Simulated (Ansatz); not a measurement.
C2H7NO2 can be A, `NCOCO`, or B, `CNC(O)O`.

Isolated molecules relaxed with PBE0-D4/def2-TZVP in Ansatz; ΔE leaves out vibrations. CCSD(T)/CBS adds triple-zeta CCSD(T) − MP2 to the extrapolated MP2 energy (def2 sets, frozen cores). DFT in def2-TZVPP. B3LYP here is the variant with VWN-RPA as its local correlation; programs differ in this. One conformer a species, not always the lowest.

A:

Z-matrix (Å, degrees):
```
C
O 1 1.403
N 1 1.441 2 111.7
H 1 1.095 2 104.4 3 123.7
H 1 1.099 2 110.8 3 -120.4
C 2 1.409 1 113.5 3 70.5
H 3 1.010 1 112.1 2 84.0
H 3 1.010 1 112.3 2 -152.9
O 6 1.383 2 109.3 1 -162.7
H 6 1.097 2 110.0 1 80.8
H 6 1.098 2 108.9 1 -39.8
H 9 0.962 6 107.8 2 63.2
```

B:

```xyz
12

C     1.035   -0.386   -0.996
N     0.713    0.512    0.100
C    -0.542    0.294    0.731
O    -1.603    0.662   -0.112
O    -0.748   -1.050    1.053
H     1.172   -1.428   -0.687
H     0.229   -0.357   -1.730
H     1.947   -0.035   -1.484
H     1.448    0.532    0.793
H    -0.556    0.907    1.647
H    -1.400    1.539   -0.450
H    -1.696   -1.188    1.135
```

Which is lower in electronic energy at CCSD(T)/CBS, and by how much? (An estimate is asked.)

Computed: B, by 43.5 kJ/mol.

Give E(B) − E(A) in kJ/mol with B3LYP, PBE0-D4, B2PLYP, r2SCAN-D4, B3LYP-D4, MP2/def2-TZVPP, CCSD(T)/def2-TZVPP. (Estimate.)

The calculation gave: B3LYP -36.4, PBE0-D4 -42.6, B2PLYP -39.8, r2SCAN-D4 -43.3, B3LYP-D4 -39.0, MP2/def2-TZVPP -46.2, CCSD(T)/def2-TZVPP -43.1. None reverses the order clearly.

Largest T1 diagnostic: 0.011.

In def2-TZVPP, CCSD(T) changes the Hartree–Fock value by −5.5 kJ/mol (the triples alone add −0.4 kJ/mol) and MP2 by −8.6 kJ/mol.
